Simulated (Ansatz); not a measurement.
**Molecular dynamics of C₃H₇F**

Input:

```yaml
crystal:
  periodic: [false, false, false]
  atoms:
    - { symbol: C, position_ang: [-0.528766, -0.719111, -1.438432] }
    - { symbol: C, position_ang: [0.283507, 0.330161, -1.656921] }
    - { symbol: H, position_ang: [-0.147028, -1.743502, -1.375268] }
    - { symbol: H, position_ang: [-1.61188, -0.600944, -1.324994] }
    - { symbol: H, position_ang: [-0.098887, 1.353457, -1.732293] }
    - { symbol: H, position_ang: [1.365004, 0.208782, -1.781213] }
    - { symbol: C, position_ang: [0.140776, 0.225996, 1.794286] }
    - { symbol: F, position_ang: [0.280409, 0.399562, 3.217431] }
    - { symbol: H, position_ang: [0.951078, 0.765944, 1.277833] }
    - { symbol: H, position_ang: [-0.833606, 0.626293, 1.471389] }
    - { symbol: H, position_ang: [0.199394, -0.846638, 1.548282] }
basis:
  gaussian: { orbitals: "6-31G" }
hamiltonian:
  xc: pbe
  dispersion: d4
md:
  timestep: 0.5
  n_steps: 250
  ensemble: nvt_langevin
  temperature: 700.0
  initial_velocities: maxwell_boltzmann
  seed: 84335
  friction: 0.02
scf:
  lower_state_search: "off"
```

Launched with:

```bash
$ ansatz run input.yaml --threads 1 --pin off --max-ram 2048MiB --backend cpu --events-out ev --progress --plain --runs-dir out
```

It starts from a relaxed structure.

Output, in part (step lines, the closing report, with atoms numbered from 0):

```
md step     0: t =     0.00 fs  T =   636.4 K  F+E_penalty+E_count = -5932.33433555 eV  E_kin = 0.904820 eV  (13 SCF iters)
[... lines left out ...]
Total energy: -5931.61987378 eV, -217.9830097652 hartree
Atom 0 at    -0.150382    -1.533116    -0.639530 Å, force     1.298728    -3.825770     1.080265 eV/Å
Atom 1 at    -0.405459    -0.373516    -1.155669 Å, force     2.105299     1.490670    -1.936649 eV/Å
Atom 2 at     0.691507    -2.202390    -0.982210 Å, force    -0.870059     0.495418     0.374143 eV/Å
Atom 3 at    -0.751898    -1.859072     0.227381 Å, force     0.149908    -0.510082    -0.420010 eV/Å
Atom 4 at    -1.119596     0.161521    -0.640772 Å, force    -1.917247     2.043872     0.441911 eV/Å
Atom 5 at     0.313831     0.075025    -1.868312 Å, force    -0.846654     0.087807    -0.041838 eV/Å
Atom 6 at    -0.417466    -0.071913     2.179248 Å, force    -0.278270     2.104017    -1.142669 eV/Å
Atom 7 at     0.267401     1.048508     2.915905 Å, force    -0.531320    -1.635970    -0.534508 eV/Å
Atom 8 at     0.268062    -0.664901     1.539286 Å, force     0.343546     0.368932     0.731276 eV/Å
Atom 9 at    -1.077410     0.497311     1.411626 Å, force     0.481006    -0.955945     1.279451 eV/Å
Atom 10 at    -0.997361    -0.728794     2.848773 Å, force     0.065064     0.337052     0.168628 eV/Å
Dipole moment:    -0.158329    -0.335888    -0.247393 e Å
```

The steps, from the saved trajectory:

```tsv
time (fs)	T (K)	potential energy less start (eV)
0.0	636	0.000
4.0	333	0.429
8.0	261	0.616
12.0	420	0.348
16.0	406	0.176
20.0	275	0.297
24.0	324	0.467
28.0	370	0.452
32.0	408	0.275
36.0	427	0.296
40.0	349	0.438
44.0	444	0.458
48.0	512	0.418
52.0	614	0.350
56.0	634	0.415
60.0	585	0.488
64.0	710	0.394
68.0	625	0.536
72.0	648	0.461
76.0	734	0.435
80.0	569	0.558
84.0	706	0.447
88.0	684	0.444
92.0	541	0.679
96.0	620	0.559
100.0	804	0.259
104.0	554	0.571
108.0	545	0.604
112.0	582	0.395
116.0	568	0.501
120.0	628	0.487
124.0	553	0.786
```

All steps were run. A run of 0.12 ps of so small a system gives no equilibrium averages. Limits of this set-up: no polarisation functions.

The same pairs are bonded in the first frame and the last. Pairs count as bonded within 1.25 times the sum of covalent radii (0.12 Å more for H–H).

Last frame:

```xyz
11
Properties=species:S:1:pos:R:3
C -0.150 -1.533 -0.639
C -0.406 -0.373 -1.156
H 0.692 -2.202 -0.982
H -0.752 -1.859 0.227
H -1.120 0.162 -0.641
H 0.314 0.075 -1.868
C -0.417 -0.072 2.179
F 0.267 1.048 2.916
H 0.268 -0.665 1.539
H -1.077 0.497 1.412
H -0.997 -0.729 2.849
```

Time of the run: 4.8 min on 1 thread of Arm Neoverse V2 (shared host), peak memory 0.086 GiB.
